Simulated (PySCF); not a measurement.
Gas-phase reaction: 5 (CH₃)₂Si + 2 CH₃SiH₂ → 4 (CH₃)₃SiH + 3 Si

Method: PySCF energies plus ideal-gas RRHO corrections (1 bar). † marks an energy on the PBE0/def2-TZVP geometry and frequencies; other levels use their own. 6-31G* has spherical d functions here. Open shells (unrestricted): CH₃SiH₂ (multiplicity 2), Si (multiplicity 3); the rest are closed-shell singlets. Spin-orbit splitting is ignored; it lowers the true energy and changes the entropy of Si. B3LYP is the form with VWN-RPA correlation. (CH₃)₂Si, CH₃SiH₂: computed as isolated molecules; such fragments, hydroxides, amides, oligomers or adducts are transient or little studied in the gas.

```csv
level,"ΔH°(298 K), kJ"
B3LYP/def2-TZVP†,-215
HF/6-31G*,-463
HF/def2-TZVP†,…
PBE/def2-TZVP†,…
PBE0/def2-TZVP,-249
ωB97M-V/def2-TZVP†,-225
ωB97X-V/def2-TZVP†,…
```

### Question
Complete the blanks.

### Answer

- HF/def2-TZVP†, ΔH°(298 K), kJ: -449
- PBE/def2-TZVP†, ΔH°(298 K), kJ: -190
- ωB97X-V/def2-TZVP†, ΔH°(298 K), kJ: -256
